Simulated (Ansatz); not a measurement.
# C3H4ClNO: one species, many methods

One table from this session's results is given with a row withheld; the runs are named, their logs left out.

Method: functionals in def2-TZVPP, the program's frozen cores in correlated methods; program: Ansatz 0.2.0, Gaussian basis.

The runs, in order: LDA (SPW92), PBE-D4, revPBE-D4, BLYP-D4, r2SCAN-D4, B97M-V, PBE0-D4, B3LYP-D4, r2SCANh-D4, r2SCAN0-D4, HSE06-D4, BHLYP-D4, CAM-B3LYP-D4, LC-ωPBE, ωB97X-V, ωB97M-V, B2PLYP, PBE-QIDH; CCSD(T)/def2-SVP; CCSD(T)/def2-TZVPP; MP2/def2-QZVPP; extrapolation to the limit; RPA on PBE.

### Structure used throughout

The geometry comes from an earlier relaxation with PBE0-D4 in a triple-zeta def2 set; it is a stationary point, not always the lowest conformer.

SMILES `ClC1=NCCO1`, 10 atoms, charge 0, spin multiplicity 1.

Atoms are counted from 1 here; the program's logs count them from 0.

Bond lengths: Cl1–C2 1.700 Å, C2–N3 1.257 Å, C2–O6 1.343 Å, N3–C4 1.460 Å, C4–C5 1.542 Å, C4–H7 1.092 Å, C4–H8 1.093 Å, C5–O6 1.442 Å, C5–H9 1.091 Å, C5–H10 1.091 Å. Angles: Cl1–C2–N3 125.2°, Cl1–C2–O6 113.8°, N3–C2–O6 121.0°, C2–N3–C4 105.4°, N3–C4–C5 104.9°, N3–C4–H7 109.7°, N3–C4–H8 109.6°, C5–C4–H7 112.5°, C5–C4–H8 112.6°, H7–C4–H8 107.5°, C4–C5–O6 103.9°, C4–C5–H9 113.7°, C4–C5–H10 113.8°, O6–C5–H9 107.9°, O6–C5–H10 107.9°, H9–C5–H10 109.3°, C2–O6–C5 104.8°.

The first run:

Contents of in.yaml:

```yaml
crystal:
  periodic: [false, false, false]
  atoms:
    - {symbol: Cl, position_ang: [-2.417726, -0.577490, 1.790403]}
    - {symbol: C, position_ang: [-1.131140, -0.284975, 0.719069]}
    - {symbol: N, position_ang: [-1.187685, -0.404282, -0.530580]}
    - {symbol: C, position_ang: [0.145406, -0.054081, -1.013143]}
    - {symbol: C, position_ang: [0.946416, 0.300922, 0.255488]}
    - {symbol: O, position_ang: [0.003071, 0.099588, 1.327088]}
    - {symbol: H, position_ang: [0.075916, 0.782438, -1.712299]}
    - {symbol: H, position_ang: [0.573037, -0.900737, -1.555511]}
    - {symbol: H, position_ang: [1.274968, 1.340509, 0.289194]}
    - {symbol: H, position_ang: [1.800737, -0.353192, 0.433291]}
basis:
  gaussian: {orbitals: def2-TZVPP}
hamiltonian: {xc: lda}
output: {orbitals: {seedname: orbitals}}
```

Started as:

```console
ansatz run in.yaml --threads 4 --pin off --events-out ev --progress --plain --max-ram 10444MiB
```

Steps of the session up to this table: LDA; PBE-D4 (GGA); revPBE-D4 (GGA); BLYP-D4 (GGA); r2SCAN-D4 (meta-GGA); B97M-V (meta-GGA); B3LYP-D4 (hybrid); r2SCANh-D4 (hybrid); r2SCAN0-D4 (hybrid); HSE06-D4 (hybrid); BHLYP-D4 (hybrid); CAM-B3LYP-D4 (range-separated); LC-ωPBE (range-separated); ωB97X-V (range-separated); ωB97M-V (range-separated); B2PLYP (double hybrid); PBE-QIDH (double hybrid).

One table of the session follows, with a row left open; its other results are not shown here.

It belongs to the step «Orbital energies across the functionals». 

| functional | HOMO (eV) | gap (eV) |
| --- | --- | --- |
| LDA (SPW92) | -6.33 | 5.29 |
| PBE-D4 | -6.18 | 5.39 |
| revPBE-D4 | -6.12 | 5.42 |
| BLYP-D4 | -6.07 | 5.40 |
| r2SCAN-D4 | -6.43 | 5.86 |
| B97M-V | -6.50 | 6.06 |
| PBE0-D4 | -7.51 | 7.77 |
| B3LYP-D4 | ? | ? |
| r2SCANh-D4 | -6.93 | 6.75 |
| r2SCAN0-D4 | -7.68 | 8.08 |
| HSE06-D4 | -7.10 | 6.98 |
| BHLYP-D4 | -8.74 | 10.19 |
| CAM-B3LYP-D4 | -8.89 | 10.33 |
| LC-ωPBE | -10.22 | 12.85 |
| ωB97X-V | -9.87 | 12.44 |
| ωB97M-V | -9.76 | 12.25 |

Estimate the missing values for B3LYP-D4.

Worked estimate for «HOMO (eV)». Against the share of exact exchange, BLYP-D4 (0, -6.07), BHLYP-D4 (0.5, -8.74) give a slope of -5.34 per unit share; at 0.2 the line stands at -7.14.

**Answer.** HOMO (eV): -7.29; gap (eV): 7.30. In «HOMO (eV)» the line misses by +0.15.
